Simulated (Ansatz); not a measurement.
hcp Ti was calculated with LC-ωPBE (PAW; Ansatz, an electronic-structure program).

Run with plane-wave cutoff 460 eV, 12×12×6 k mesh (along the axes of the cell as run), Fermi–Dirac smearing 0.05 eV, no spin polarisation, scalar-relativistic PAW data made under PBE.

Computed at the level's own relaxed cell.

Question: Give the computed lattice parameter a and lattice parameter c.

Answer: 
lattice parameter a: 2.901 Å
lattice parameter c: 4.570 Å

Measured, for comparison: lattice constant a 2.950 Å, lattice parameter c 4.683 Å (293 K, not corrected to a static lattice; as tabulated in Wikipedia's data pages). Computed (rounded) less measured: lattice constant a -1.7 %, lattice parameter c -2.4 %. A static lattice is as a rule a little smaller and stiffer than an uncorrected measurement, which narrows the difference in the lattice constant a and would widen misses of the other sign.

Computed values are for the static lattice.

Cost on a shared machine: around 60 core-minutes (rough).
